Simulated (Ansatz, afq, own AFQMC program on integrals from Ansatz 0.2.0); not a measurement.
**Breaking C1–H3 in CH$_{4}$Si, singlet**

```yaml
atoms:
  - { symbol: C, position_ang: [-0.7161, -0.5302, -0.2566] }
  - { symbol: Si, position_ang: [0.6027, 0.4461, 0.2158] }
  - { symbol: H, position_ang: [-1.3936, -0.9848, 0.4718] }
  - { symbol: H, position_ang: [-0.9377, -0.7407, -1.3067] }
  - { symbol: H, position_ang: [0.9145, 0.7397, 1.6384] }
  - { symbol: H, position_ang: [1.5302, 1.0700, -0.7627] }
```

Products: CH$_{3}$Si (doublet; CH–SiH2) and H (doublet), each relaxed with PBE0/def2-SVP like the molecule; electronic energies without zero-point terms. Determinants: RHF, ROHF and UHF in that order.

Basis def2-TZVP. Only valence electrons are correlated. Ansatz 0.2.0 and our own AFQMC program on the same integrals; the CISD trial comes from CCSD amplitudes, and released means the phaseless constraint is let go. ± is one standard error of the sampling. The errors of all members are added in quadrature.

No full CI on the walks' own integrals is used here; CCSDT(Q) serves as the reference and is uncertain by about the last step of the cluster series. Each member takes its own surest rung, up to full CI.

Errors are counted within def2-TZVP, not against nature.

Cautions: CH₄Si (singlet): restricted determinant unstable towards unrestricted (UHF 45 meV lower, ⟨S²⟩ 0.27); CH₃Si (doublet): higher spins were not checked, a spin-contaminated unrestricted determinant lies lower (UHF 350 meV lower, ⟨S²⟩ 1.16), the released energies are still falling, so no released level is given (meV from the phaseless value at times in 1/Eh: -6 ± 5 at 0.24, -12 ± 3 at 0.51, -19 ± 4 at 0.99, -29 ± 5 at 1.62, -33 ± 6 at 2.40), though the last usable value meets CCSDT(Q) within the noise, its ph-AFQMC/CISD value lies 32 ± 5 meV above CCSDT(Q).

```
level  bond energy (kcal/mol)
   HF                    92.2
 CCSD                   111.1
```

(1) From these cheaper values, estimate the bond energy at the reference level in def2-TZVP.

(1) 111.6 kcal/mol (CCSDT(Q) in def2-TZVP).

| level | bond energy (kcal/mol) | error against CCSDT(Q) (kcal/mol) |
| --- | --- | --- |
| MP2 | 112.6 | 0.9 |
| CCSD(T) | 111.9 | 0.2 |
| CCSDT | 111.6 | -0.1 |
| ph-AFQMC/CISD | 112.1 ± 0.2 | 0.4 ± 0.2 |

Correlation beyond CCSD(T) takes off 0.2 kcal/mol. The perturbative (T) step is worth +0.7 kcal/mol.
